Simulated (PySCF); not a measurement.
PySCF input file for methanol cation (CH4O), SMILES CO (connectivity only; charge and spin as stated), charge +1, multiplicity 2, ωB97X-D3(BJ)/def2-TZVP. 

```python
import numpy as np
from pyscf import gto, scf, dft
from pyscf.geomopt import geometric_solver

mol = gto.M(
    atom='''
    C    -0.59534116    0.12774254    0.11082210
    O     0.63899670   -0.23860490   -0.20200968
    H    -0.79759747    0.15855398    1.22192762
    H    -1.32046669   -0.51418498   -0.40672369
    H    -0.80513265    1.22471038   -0.04699311
    H     1.38327024    0.27330465    0.18293400
    ''',
    basis='def2-TZVP',
    charge=1,
    spin=1,
    max_memory=1600,
    verbose=3,
)
mf = dft.UKS(mol, xc='wb97x-d3bj').density_fit(auxbasis='def2-universal-jkfit')
mf.grids.level = 3
mf.conv_tol = 1e-9
mf.max_cycle = 100
mf.kernel()
fine, coarse = mf.grids, dft.Grids(mol).set(level=1).build(with_non0tab=True)
for _ in range(3):  # follow internal instabilities
    mf.grids = coarse
    mo, _, stable, _ = mf.stability(return_status=True, nroots=4)
    mf.grids = fine
    if stable:
        break
    mf.kernel(mf.make_rdm1(mo, mf.mo_occ))
grad = mf.nuc_grad_method()
grad.grid_response = mol.nao <= 150
conv, mol_eq = geometric_solver.kernel(grad, convergence_set='GAU_TIGHT', maxsteps=100)
print(mol_eq.tostring(format='xyz'))
mf.reset(mol_eq)
mf.kernel()
```

It prints:

```

WARN: HOMO -0.33138496478033 >= LUMO -0.33138496478033

converged SCF energy = -115.407709962016  <S^2> = 0.755508  2S+1 = 2.0055004
<class 'pyscf.df.df_jk.DFUKS'> wavefunction is stable in the internal stability analysis
[banner and settings of the optimiser left out]
Geometry optimization cycle 1
Cartesian coordinates (Angstrom)
 Atom        New coordinates             dX        dY        dZ
   C  -0.595341   0.127743   0.110822    0.000000  0.000000  0.000000
   O   0.638997  -0.238605  -0.202010   -0.000000  0.000000  0.000000
   H  -0.797597   0.158554   1.221928    0.000000  0.000000  0.000000
   H  -1.320467  -0.514185  -0.406724    0.000000  0.000000  0.000000
   H  -0.805133   1.224710  -0.046993    0.000000  0.000000  0.000000
   H   1.383270   0.273305   0.182934    0.000000  0.000000  0.000000

WARN: Mole.unit (angstrom) is changed to Bohr

converged SCF energy = -115.40770996227  <S^2> = 0.75550806  2S+1 = 2.0055005
--------------- DFUKS_Scanner gradients ---------------
         x                y                z
0 C     0.0315714085     0.0035276140     0.0042464423
1 O    -0.0161336508     0.0066711384     0.0050307516
2 H    -0.0060796010    -0.0003966494    -0.0022683224
3 H    -0.0046742957    -0.0037951556    -0.0031345868
4 H    -0.0058882455    -0.0014875272    -0.0002090220
5 H     0.0012043842    -0.0045194185    -0.0036652605
----------------------------------------------
cycle 1: E = -115.407709962  dE = -115.408  norm(grad) = 0.0389605
Step    0 : Gradient = 1.591e-02/3.205e-02 (rms/max) Energy = -115.4077099623
Hessian Eigenvalues: 2.30000e-02 5.00000e-02 5.00000e-02 ... 3.38978e-01 5.10128e-01 6.06988e-01

Geometry optimization cycle 2
Cartesian coordinates (Angstrom)
 Atom        New coordinates             dX        dY        dZ
   C  -0.611555   0.111329   0.095252   -0.016214 -0.016413 -0.015570
   O   0.641497  -0.246564  -0.207823    0.002500 -0.007959 -0.005813
   H  -0.752246   0.151989   1.217516    0.045351 -0.006565 -0.004412
   H  -1.349082  -0.512128  -0.404693   -0.028615  0.002057  0.002031
   H  -0.763311   1.219590  -0.053865    0.041821 -0.005121 -0.006872
   H   1.338426   0.307305   0.213570   -0.044844  0.034001  0.030636
converged SCF energy = -115.409374688139  <S^2> = 0.75529177  2S+1 = 2.0052848
--------------- DFUKS_Scanner gradients ---------------
         x                y                z
0 C     0.0139849585    -0.0052706842    -0.0040602330
1 O    -0.0090711860     0.0039674863     0.0031557512
2 H    -0.0016905310     0.0005975895     0.0002299751
3 H    -0.0022672595     0.0006409005     0.0006758008
4 H    -0.0013915300     0.0006709666     0.0005575731
5 H     0.0004355545    -0.0006062589    -0.0005588610
----------------------------------------------
cycle 2: E = -115.409374688  dE = -0.00166473  norm(grad) = 0.0189914
Step    1 : Displace = 4.032e-02/6.408e-02 (rms/max) Trust = 1.000e-01 (=) Grad = 7.753e-03/1.549e-02 (rms/max) E (change) = -115.4093746881 (-1.665e-03) Quality = 1.204
Hessian Eigenvalues: 2.29957e-02 4.99999e-02 5.00000e-02 ... 3.37037e-01 5.08417e-01 5.53164e-01

Geometry optimization cycle 3
Cartesian coordinates (Angstrom)
 Atom        New coordinates             dX        dY        dZ
   C  -0.621792   0.113906   0.096417   -0.010237  0.002577  0.001165
   O   0.641133  -0.250209  -0.210774   -0.000364 -0.003645 -0.002951
   H  -0.739534   0.148498   1.220751    0.012713 -0.003491  0.003235
   H  -1.347634  -0.514911  -0.407693    0.001447 -0.002783 -0.003001
   H  -0.755051   1.222133  -0.058472    0.008260  0.002543 -0.004607
   H   1.326606   0.312105   0.219728   -0.011820  0.004800  0.006159
converged SCF energy = -115.409659067989  <S^2> = 0.75519487  2S+1 = 2.0051881
--------------- DFUKS_Scanner gradients ---------------
         x                y                z
0 C     0.0042985311    -0.0040210702    -0.0035694137
1 O    -0.0036696695     0.0009753111     0.0008129322
2 H    -0.0002630040     0.0010716529     0.0010367916
3 H     0.0002113350     0.0006160118     0.0006007392
4 H    -0.0001831218     0.0011516110     0.0009319247
5 H    -0.0003940751     0.0002064827     0.0001870261
----------------------------------------------
cycle 3: E = -115.409659068  dE = -0.00028438  norm(grad) = 0.00824648
Step    2 : Displace = 1.028e-02/1.416e-02 (rms/max) Trust = 1.414e-01 (+) Grad = 3.367e-03/6.884e-03 (rms/max) E (change) = -115.4096590680 (-2.844e-04) Quality = 1.282
Hessian Eigenvalues: 2.30038e-02 4.99986e-02 5.00000e-02 ... 3.46715e-01 4.47973e-01 5.11978e-01

Geometry optimization cycle 4
Cartesian coordinates (Angstrom)
 Atom        New coordinates             dX        dY        dZ
   C  -0.628014   0.118444   0.100322   -0.006222  0.004538  0.003904
   O   0.641906  -0.249606  -0.210126    0.000773  0.000604  0.000647
   H  -0.737097   0.142288   1.223145    0.002437 -0.006210  0.002395
   H  -1.347646  -0.514740  -0.408219   -0.000012  0.000172 -0.000526
[...]
Poor-quality step dominated by net translation/rotation detected; will project out net forces and torques past this point.
Hessian Eigenvalues: 2.25086e-04 1.45276e-02 5.00000e-02 ... 4.24360e-01 4.88972e-01 8.07059e-01

Geometry optimization cycle 39
Cartesian coordinates (Angstrom)
 Atom        New coordinates             dX        dY        dZ
   C  -0.584064   0.221858   0.195723   -0.000530  0.002184 -0.003830
   O   0.671741  -0.271981   0.078272   -0.001598 -0.004787  0.011254
   H  -0.947467  -0.084451   1.217534   -0.012887  0.006110 -0.007247
   H  -1.255558  -0.494495  -0.357014    0.001726  0.003924 -0.008490
   H  -0.719018   1.272115  -0.051124    0.007568  0.002060 -0.008207
   H   1.338029   0.388494  -0.223436    0.005738 -0.009495  0.016523
converged SCF energy = -115.411183670582  <S^2> = 0.75508503  2S+1 = 2.0050786
--------------- DFUKS_Scanner gradients ---------------
         x                y                z
0 C     0.0002815542    -0.0001376084    -0.0000384218
1 O    -0.0000110943     0.0000697236    -0.0000411199
2 H    -0.0000492772     0.0000363830     0.0001712354
3 H    -0.0000452702    -0.0000258811    -0.0001141461
4 H    -0.0000351283     0.0001009511    -0.0000224639
5 H    -0.0001407823    -0.0000435550     0.0000449157
----------------------------------------------
cycle 39: E = -115.411183671  dE = -6.90977e-07  norm(grad) = 0.00043686
Step   38 : Displace = 4.764e-04/6.560e-04 (rms/max) Trust = 4.649e-04 (-) Grad = 1.785e-04/3.156e-04 (rms/max) E (change) = -115.4111836706 (-6.910e-07) Quality = 1.194
Hessian Eigenvalues: 2.17983e-04 1.45361e-02 5.00000e-02 ... 3.84048e-01 4.87221e-01 5.58454e-01

Geometry optimization cycle 40
Cartesian coordinates (Angstrom)
 Atom        New coordinates             dX        dY        dZ
   C  -0.584682   0.224808   0.190472   -0.000618  0.002950 -0.005252
   O   0.669338  -0.278520   0.093837   -0.002404 -0.006539  0.015565
   H  -0.965220  -0.075847   1.207349   -0.017753  0.008604 -0.010185
   H  -1.252819  -0.489226  -0.368902    0.002739  0.005269 -0.011888
   H  -0.708396   1.274847  -0.062235    0.010622  0.002732 -0.011111
   H   1.345466   0.375474  -0.200561    0.007437 -0.013020  0.022875
converged SCF energy = -115.411183612597  <S^2> = 0.75508189  2S+1 = 2.0050754
--------------- DFUKS_Scanner gradients ---------------
         x                y                z
0 C    -0.0000392321     0.0000157221    -0.0000026419
1 O     0.0000044855    -0.0000090775     0.0000120291
2 H     0.0000062054    -0.0000036835    -0.0000220462
3 H     0.0000045479     0.0000050659     0.0000151625
4 H     0.0000041082    -0.0000129111     0.0000006502
5 H     0.0000198859     0.0000048867    -0.0000031546
----------------------------------------------
cycle 40: E = -115.411183613  dE = 5.79846e-08  norm(grad) = 5.88912e-05
Step   39 : Displace = 5.502e-04/7.455e-04 (rms/max) Trust = 6.575e-04 (+) Grad = 2.340e-05/4.193e-05 (rms/max) E (change) = -115.4111836126 (+5.798e-08) Quality = -0.178
Hessian Eigenvalues: 2.30622e-04 1.45478e-02 5.00000e-02 ... 3.90693e-01 4.88001e-01 5.75872e-01

Geometry optimization cycle 41
Cartesian coordinates (Angstrom)
 Atom        New coordinates             dX        dY        dZ
   C  -0.584613   0.224485   0.191076    0.000069 -0.000323  0.000605
   O   0.669621  -0.277788   0.092108    0.000283  0.000732 -0.001729
   H  -0.963264  -0.076825   1.208502    0.001956 -0.000978  0.001153
   H  -1.253109  -0.489815  -0.367584   -0.000290 -0.000589  0.001319
   H  -0.709590   1.274554  -0.060979   -0.001194 -0.000293  0.001257
   H   1.344640   0.376927  -0.203165   -0.000826  0.001453 -0.002604
converged SCF energy = -115.411183665009  <S^2> = 0.75508223  2S+1 = 2.0050758
--------------- DFUKS_Scanner gradients ---------------
         x                y                z
0 C    -0.0000017818    -0.0000002119    -0.0000098558
1 O    -0.0000005060    -0.0000025226     0.0000026619
2 H    -0.0000010791     0.0000014630     0.0000009783
3 H     0.0000014714     0.0000001808     0.0000013758
4 H     0.0000006007     0.0000001960     0.0000007672
5 H     0.0000012951     0.0000009006     0.0000040701
----------------------------------------------
cycle 41: E = -115.411183665  dE = -5.2412e-08  norm(grad) = 1.19355e-05
Step   40 : Displace = 6.779e-05/9.100e-05 (rms/max) Trust = 2.751e-04 (-) Grad = 3.339e-06/5.025e-06 (rms/max) E (change) = -115.4111836650 (-5.241e-08) Quality = 10.374
Hessian Eigenvalues: 2.38231e-04 1.35875e-02 5.00000e-02 ... 3.92387e-01 4.87486e-01 5.74744e-01

Geometry optimization cycle 42
Cartesian coordinates (Angstrom)
 Atom        New coordinates             dX        dY        dZ
   C  -0.584601   0.224481   0.191128    0.000012 -0.000003  0.000052
   O   0.669638  -0.277757   0.092093    0.000017  0.000031 -0.000015
   H  -0.963249  -0.076882   1.208531    0.000015 -0.000057  0.000029
   H  -1.253085  -0.489816  -0.367579    0.000024 -0.000001  0.000004
   H  -0.709619   1.274550  -0.060916   -0.000029 -0.000003  0.000062
   H   1.344601   0.376961  -0.203298   -0.000039  0.000033 -0.000133
converged SCF energy = -115.411183666808  <S^2> = 0.75508226  2S+1 = 2.0050758
--------------- DFUKS_Scanner gradients ---------------
         x                y                z
0 C     0.0000026366     0.0000009556    -0.0000029740
1 O     0.0000000415    -0.0000011599     0.0000053768
2 H    -0.0000017408     0.0000017564     0.0000001874
3 H    -0.0000005597    -0.0000021136    -0.0000018084
4 H     0.0000001194     0.0000008066    -0.0000010764
5 H    -0.0000004968    -0.0000002506     0.0000002943
----------------------------------------------
cycle 42: E = -115.411183667  dE = -1.79901e-09  norm(grad) = 7.96162e-06
Step   41 : Displace = 4.374e-05/6.756e-05 (rms/max) Trust = 3.890e-04 (+) Grad = 2.015e-06/3.463e-06 (rms/max) E (change) = -115.4111836668 (-1.799e-09) Quality = 3.227
Hessian Eigenvalues: 2.41630e-04 1.45110e-02 5.00000e-02 ... 3.95569e-01 4.87552e-01 5.78056e-01

Geometry optimization cycle 43
Cartesian coordinates (Angstrom)
 Atom        New coordinates             dX        dY        dZ
   C  -0.584606   0.224499   0.191087   -0.000005  0.000018 -0.000042
   O   0.669620  -0.277799   0.092196   -0.000018 -0.000043  0.000103
   H  -0.963353  -0.076827   1.208464   -0.000104  0.000055 -0.000067
   H  -1.253073  -0.489779  -0.367654    0.000011  0.000037 -0.000075
   H  -0.709551   1.274567  -0.060995    0.000068  0.000016 -0.000079
   H   1.344649   0.376877  -0.203138    0.000048 -0.000084  0.000160
converged SCF energy = -115.411183663923  <S^2> = 0.75508227  2S+1 = 2.0050758
--------------- DFUKS_Scanner gradients ---------------
         x                y                z
0 C     0.0000028962    -0.0000020887    -0.0000107448
1 O     0.0000006478     0.0000003873     0.0000081755
2 H    -0.0000006183     0.0000007777     0.0000013060
3 H    -0.0000005000     0.0000005087    -0.0000003323
4 H    -0.0000003316     0.0000013111    -0.0000012227
5 H    -0.0000020935    -0.0000008905     0.0000028209
----------------------------------------------
cycle 43: E = -115.411183664  dE = 2.88516e-09  norm(grad) = 1.46758e-05
Step   42 : Displace = 9.250e-06/1.374e-05 (rms/max) Trust = 5.502e-04 (+) Grad = 2.930e-06/5.586e-06 (rms/max) E (change) = -115.4111836639 (+2.885e-09) Quality = -49.672
Hessian Eigenvalues: 2.41630e-04 1.45110e-02 5.00000e-02 ... 3.95569e-01 4.87552e-01 5.78056e-01
Converged! =D

6
XYZ from PySCF
C          -0.58460640        0.22449924        0.19108672
O           0.66962011       -0.27779927        0.09219577
H          -0.96335287       -0.07682707        1.20846434
H          -1.25307339       -0.48977875       -0.36765427
H          -0.70955090        1.27456672       -0.06099545
H           1.34464893        0.37687678       -0.20313824
converged SCF energy = -115.411183664096  <S^2> = 0.75508214  2S+1 = 2.0050757
```

The calculation finished and met its thresholds.
